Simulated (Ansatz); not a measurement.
**Which is lower?**

Two relaxed structures of BH$_{2}$SO (charge -1), singlet (PBE0-D4/def2-TZVPD; forces vanish, vibrations not checked).

A:

| atom | x (Å) | y (Å) | z (Å) |
| --- | --- | --- | --- |
| O1 | -0.6849 | -0.0405 | 1.2391 |
| B2 | -0.5298 | -0.3222 | -0.1240 |
| S3 | 0.7251 | 0.4019 | -1.1195 |
| H4 | -1.3604 | -1.1173 | -0.5205 |
| H5 | 0.0157 | 0.5914 | 1.4439 |

B:

| atom | x (Å) | y (Å) | z (Å) |
| --- | --- | --- | --- |
| O1 | -0.7334 | -0.3138 | 1.4562 |
| B2 | -0.6949 | -0.4374 | 0.0832 |
| S3 | 0.7467 | 0.3982 | -0.7307 |
| H4 | 0.0161 | 0.2049 | 1.8162 |
| H5 | 1.4416 | 0.9602 | 0.3400 |

Computed with Ansatz 0.2.0 (basis: def2-TZVPPD); correlated methods freeze the cores. B3LYP uses VWN-RPA correlation.

Which structure is lower at CCSD(T), and by how much? (An estimate is asked for; the value comes from the calculation.)

Computed: A, by 265.8 kJ/mol (electronic energy, against the other). By their contacts, A is BH₂SO ([OH][BH][S]), total charge -1 and B is BH₂SO ([OH][B][SH]), total charge -1.

All methods give the same order:

```json
{"method": "PBE-D4", "E(B) − E(A) (kJ/mol)": "247.1"}
{"method": "r2SCAN-D4", "E(B) − E(A) (kJ/mol)": "267.6"}
{"method": "PBE0-D4", "E(B) − E(A) (kJ/mol)": "265.9"}
{"method": "B3LYP-D4", "E(B) − E(A) (kJ/mol)": "262.0"}
{"method": "wB97M-V", "E(B) − E(A) (kJ/mol)": "269.7"}
{"method": "HF", "E(B) − E(A) (kJ/mol)": "296.1"}
{"method": "MP2", "E(B) − E(A) (kJ/mol)": "280.0"}
{"method": "CCSD", "E(B) − E(A) (kJ/mol)": "271.9"}
{"method": "CCSD(T)", "E(B) − E(A) (kJ/mol)": "265.8"}
```

The T1 diagnostic stays at or below 0.024.

Labels in which every atom is bracketed show which atoms are joined, not bond orders.

For scale, one of the runs: CCSD(T)/def2-TZVPPD, 162 basis functions, launched by `ansatz run in.yaml --threads 2 --pin off --events-out ev --progress --plain --max-ram 4352MiB`. Hardware: 2 CPU threads of an Arm Neoverse V1, shared host. Wall time 25 s; peak host memory 1.2 GiB.
